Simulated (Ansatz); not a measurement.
A TiSi₅ cell: a random packing after short dynamics, relaxed.

```
Si Ti
1.0
     6.89738   -0.30307   -0.07160
    -0.28176    7.44829    0.24854
    -0.06181    0.25894    7.30205
Si Ti
20 4
Direct
  0.87637 0.81954 0.93858
  0.59684 0.64177 0.22083
  0.12814 0.84141 0.42343
  0.02197 0.16457 0.05879
  0.77749 0.20312 0.29553
  0.52277 0.77227 0.55687
  0.52604 0.66037 0.88189
  0.14472 0.49063 0.06393
  0.57096 0.40596 0.64740
  0.54263 0.09886 0.52569
  0.17746 0.17141 0.39227
  0.25370 0.37739 0.76128
  0.30953 0.79579 0.10446
  0.91616 0.52084 0.30720
  0.45137 0.32016 0.19117
  0.11311 0.04863 0.75117
  0.83666 0.65316 0.61491
  0.83695 0.88811 0.25207
  0.39970 0.10318 0.95896
  0.72375 0.09676 0.83183
  0.29081 0.53865 0.40062
  0.77407 0.42924 0.97721
  0.16305 0.70439 0.77293
  0.92646 0.31677 0.60101
```

Computed with Ansatz, DFT PBE, scalar-relativistic, plane waves, PAW.

Plane waves to 420 eV, a k mesh through Γ of 5×5×5 on the computed 24-atom cell and Gaussian smearing (0.10 eV); no spin polarisation.

Q: Describe its local order.

A: Counting as bonded all pairs within 1.2 times the summed covalent radii:

```tsv
atom → neighbour	mean count	mean length (Å)	spread (Å)
Si → Si	3.80	2.50	0.07
Si → Ti	1.95	2.70	0.13
Ti → Si	9.75	2.70	0.13
Ti → Ti	2.50	3.33	0.16
```

Angles between all pairs of such bonds at an atom (mean ± spread): 100 ± 30° at Si, 96 ± 34° at Ti.

Q: Does it have a gap?

A: It has no gap on the mesh. Levels at Γ next to the Fermi level (eV from it): -0.82, -0.66, -0.60, -0.40, -0.21, -0.14, 0.08, 0.16, 0.54, 0.58, 0.79, 0.91. It lies 0.02 eV/atom above the elements' standard states (static lattices, no corrections for gases).

The final mesh leaves forces up to 0.11 eV/Å and stresses up to 0.2 GPa: the relaxation ran on a coarser mesh, so the cell's shape, its bonds and its energy belong partly to that mesh.

Cost: 2 runs of about 10 core-minutes in all (earlier runs that led there not counted), on Intel Xeon Processor @ 2.70GHz (shared hosts).